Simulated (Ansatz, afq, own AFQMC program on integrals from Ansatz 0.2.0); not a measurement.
## Atomization energy of AlGeH2, doublet

```xyz
4

Ge   -0.0108    0.0000    0.6644
Al   -0.0327    0.0000   -1.7631
H     0.8273   -1.0534   -0.3408
H     0.8273    1.0534   -0.3408
```

Connectivity, by distances: Ge–Al, 2 bridging H.

Atoms in their ground-state spins without spin–orbit coupling (mostly on UHF) minus the molecule (UHF), without zero-point energy. The geometry is a stationary point, not shown to be a minimum.

Basis cc-pVDZ. Only valence electrons are correlated. Integrals, coupled cluster, full CI and functionals: Ansatz 0.2.0; the random walks run on the same integrals in our own AFQMC program. ph-AFQMC/CISD is guided by a CISD state made of CCSD amplitudes; releasing the constraint for a short imaginary time cuts its bias at the price of noise, slowly where states lie close. Uncertainties: one standard error, sampling alone. No spin–orbit coupling. The errors of all members are added in quadrature.

No full CI on the walks' own integrals is used here; CCSDT(Q) serves as the reference and is uncertain by about the last step of the cluster series. Each member takes its own surest rung, up to full CI.

The best estimate is CCSD(T) at the basis-set limit (CBS: def2-TZVPP and def2-QZVPP, with their diffuse functions for anions and beside diffuse sets, CCSD(T) itself extrapolated) plus the step from CCSD(T) to CCSDT(Q) in cc-pVDZ. Rows without CBS are in cc-pVDZ, the functionals in def2-TZVP; B2PLYP and the wave-function rows carry a basis error of their own. Core correlation and relativity beyond core potentials are missing, and ± holds the sampling alone.

Cautions: inner d shell frozen; no relativity below Rb; no spin-orbit coupling; AlGeH₂ (doublet): unrestricted determinant slightly spin contaminated (⟨S²⟩ 0.85 against 0.75).

| level | atomization energy (kcal/mol) |
| --- | --- |
| MP2 | 167.6 |
| B3LYP | 191.9 |
| PBE | 196.9 |

(1) From these cheaper values, estimate the atomization energy at the level of the best estimate.

(1) 193.3 kcal/mol (best estimate, highest rung CCSDT(Q)).

```tsv
level	atomization energy (kcal/mol)	error against the best estimate (kcal/mol)
HF	126.3	-67.0
CCSD	169.8	-23.4
CCSD(T)	173.2	-20.1
ph-AFQMC/CISD	173.8 ± 0.2	-19.5 ± 0.2
released AFQMC	173.8 ± 0.3	-19.5 ± 0.3
HF/CBS	130.5	-62.8
MP2/CBS	185.8	-7.5
CCSD(T)/CBS	192.6	-0.7
r2SCAN	199.8	6.6
PBE0	193.2	-0.1
wB97M-V	194.6	1.3
B2PLYP	188.0	-5.3
surest rungs in cc-pVDZ	173.9	-19.4
```

Correlation beyond CCSD(T) adds 0.7 kcal/mol. Going to the basis-set limit adds 19.4 kcal/mol at CCSD(T). The perturbative (T) step is worth +3.4 kcal/mol.

Best estimates are given only where the step beyond CCSD(T) is under 0.3 eV and no member's determinant is very poor (T1 over 0.05, or 0.07 for open shells, ⟨S²⟩ too high by 0.3, two states mixed), so the hardest cases are missing from such tables.

The functionals ran in a triple-zeta set and keep a basis error of their own, a few kJ/mol for each bond in atomization energies and more for double hybrids, so close places among them and the extrapolated levels can swap.

Each member of a difference takes its own highest rung, so a best estimate needn't equal the limit plus the step of one row. A walk keeps the symmetry of its determinant, which the program's search chose and which needn't be the lowest solution, so a lower state of the same spin and another symmetry isn't excluded. Released energies are given only where the last usable release times agree within the noise; a slower fall can still hide under it.
